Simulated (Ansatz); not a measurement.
Saddle point of CH₆BCl, singlet (BH₂Cl ([BH2][Cl]) + CH₄ → CH₅B ([BH2][CH3]) + HCl; bonds formed: B1–C6, Cl2–H5; bonds broken: B1–Cl2, H5–C6), PBE0-D4/def2-TZVP structure:

| atom | x (Å) | y (Å) | z (Å) |
| --- | --- | --- | --- |
| B1 | -0.5119 | -0.0658 | -0.6828 |
| Cl2 | 1.0148 | 1.0578 | -1.6504 |
| H3 | -0.4880 | -1.1041 | -1.2633 |
| H4 | -1.4461 | 0.6704 | -0.7150 |
| H5 | 0.7708 | 0.5033 | -0.2807 |
| C6 | 0.1422 | -0.1904 | 0.8653 |
| H7 | 0.2023 | 0.7092 | 1.4809 |
| H8 | 1.0282 | -0.8114 | 1.0112 |
| H9 | -0.7124 | -0.7690 | 1.2348 |

Energies are electronic, without zero-point energy. Barriers and step energies count from the start structure reached by relaxing down the imaginary mode; all methods use the PBE0-D4 structures, on which another method's saddle can fall below an end. Computed with Ansatz 0.2.0 (basis: def2-TZVPP, with def2-QZVPP for the basis limit); correlated methods freeze the cores. B3LYP uses VWN-RPA correlation. Extrapolation: Hartree–Fock as exp(−7.88 √X), correlation as X^−2.97.

```json
{"method": "SPW92", "barrier (eV)": "0.871", "step energy (eV)": "0.779"}
{"method": "PBE-D4", "barrier (eV)": "?", "step energy (eV)": "0.931"}
{"method": "BLYP-D4", "barrier (eV)": "1.636", "step energy (eV)": "0.977"}
{"method": "r2SCAN-D4", "barrier (eV)": "1.467", "step energy (eV)": "0.959"}
{"method": "B97M-V", "barrier (eV)": "1.702", "step energy (eV)": "0.966"}
{"method": "PBE0-D4", "barrier (eV)": "1.465", "step energy (eV)": "0.937"}
{"method": "B3LYP-D4", "barrier (eV)": "1.731", "step energy (eV)": "0.979"}
{"method": "r2SCAN0-D4", "barrier (eV)": "1.566", "step energy (eV)": "0.959"}
{"method": "BHLYP-D4", "barrier (eV)": "?", "step energy (eV)": "0.992"}
{"method": "CAM-B3LYP-D4", "barrier (eV)": "1.755", "step energy (eV)": "0.960"}
{"method": "wB97X-V", "barrier (eV)": "1.723", "step energy (eV)": "0.956"}
{"method": "wB97M-V", "barrier (eV)": "1.683", "step energy (eV)": "0.935"}
{"method": "B2PLYP", "barrier (eV)": "1.786", "step energy (eV)": "1.014"}
{"method": "PBE-QIDH", "barrier (eV)": "?", "step energy (eV)": "0.965"}
{"method": "RPA on PBE", "barrier (eV)": "1.812", "step energy (eV)": "0.984"}
{"method": "HF", "barrier (eV)": "2.586", "step energy (eV)": "1.121"}
{"method": "MP2", "barrier (eV)": "1.670", "step energy (eV)": "0.987"}
{"method": "CCSD", "barrier (eV)": "1.900", "step energy (eV)": "0.972"}
{"method": "CCSD(T)", "barrier (eV)": "1.773", "step energy (eV)": "0.968"}
```

Problem. Fill in the withheld barriers. (To be estimated.)

Solution. By the calculation: PBE-D4 1.311; PBE-QIDH 1.609; BHLYP-D4 1.942 eV. Each is the energy of the saddle less that of the start structure, by the same method.

For comparison, the barrier by CCSD(T) at an estimated basis limit (MP2 extrapolated from triple and quadruple zeta, plus CCSD(T) − MP2 in triple zeta) is 1.736 eV.

The T1 diagnostic stays at or below 0.011. The start structure is not quite a true minimum (one mode of 46i cm⁻¹). The end structure is not quite a true minimum (one mode of 54i cm⁻¹).

Labels in which every atom is bracketed show which atoms are joined, not bond orders.

For scale, one of the runs: CCSD(T)/def2-TZVPP, 188 basis functions, launched by `ansatz run in.yaml --threads 2 --pin off --events-out ev --progress --plain --max-ram 4352MiB`. The run took 39 s on 2 CPU threads of an Arm Neoverse V1 (shared host), with 1.9 GiB of host memory at its peak.
